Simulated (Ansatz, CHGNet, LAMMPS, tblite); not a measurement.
## How well does each level of theory give the elastic constant C12 of wurtzite GaN?

Reference value: 145 GPa (measured, temperature not stated, not corrected to a static lattice, our sources range from 129 to 145; as tabulated in Oses et al. (2018), arXiv:1811.08464).

Problem. What do Stillinger–Weber GaN.sw, GFN1-xTB, CHGNet-r²SCAN, LDA, PBE, r²SCAN, B3LYP (VWN-RPA form) give, and how far is each from the reference?

Solution. 
```tsv
level (code)	value (GPa)	cell (Å³/atom)	difference (%)
Stillinger–Weber GaN.sw (LAMMPS)	140	11.48	-3.4
GFN1-xTB (tblite)	59.6	12.90	-59
CHGNet-r²SCAN	171	11.42	+17.9
LDA (Ansatz)	139	11.05	-4.1
PBE (Ansatz)	113	11.76	-22
r²SCAN (Ansatz)	133	11.37	-8.3
B3LYP (VWN-RPA form) (Ansatz)	117	11.68	-19.3
```

The levels aren't ranked against this reference (sources at odds).

The measured value isn't corrected to a static lattice, so vibrations enter the comparison.  GFN1-xTB: the method was fitted mainly to molecules. GFN1-xTB: the run uses a supercell at the zone centre in place of a k mesh. Each level is taken at its own relaxed cell. Cutoffs and k meshes differ between the levels. Ansatz's density-functional and Hartree–Fock values are scalar-relativistic unless marked +SOC, with PAW data made under PBE.

Empirical potentials (Stillinger–Weber GaN.sw) are fitted to chosen data: where that held the value shown, agreement is built in, and what lay outside the fit can be far off. Machine-learned potentials (CHGNet-r²SCAN) are trained on DFT data: a solid inside that data is no test of them.

Differences are worked out from the printed values.

Ansatz is an electronic-structure program.
